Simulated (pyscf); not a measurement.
Optimised with ωB97X-D3(BJ)/def2-SVP in PySCF.

**Question.** List the bond dissociation enthalpies at 298 K of H₂N–Ta(Cl)(Cl)(Cl)–Cl from ωB97M-D3(BJ)/def2-TZVP, from the weakest bond up.

**Answer.** N–Ta to NH₂• + [Cl–Ta(Cl)(Cl)–Cl]•: 81.4 kcal/mol; Cl–Ta to [H₂N–Ta(Cl)(Cl)–Cl]• + Cl•: 87.8 kcal/mol; H–N to [HN–Ta(Cl)(Cl)(Cl)–Cl]• + H•: 109.9 kcal/mol. Ring and multiple bonds, and those that leave no two simple radicals, are not listed. The radicals are drawn with the spin at the cut bond; how far it spreads was not checked. Other isomers of [HN–Ta(Cl)(Cl)(Cl)–Cl]•, [H₂N–Ta(Cl)(Cl)–Cl]• were not searched in full and may lie lower. Left out: the spin-orbit lowering of Cl. Open-shell species with a d-block atom are single-reference here; other states, and whether the spin sits on metal or ligand, were not checked. Elements past Kr carry the def2 core potentials, without spin-orbit coupling.
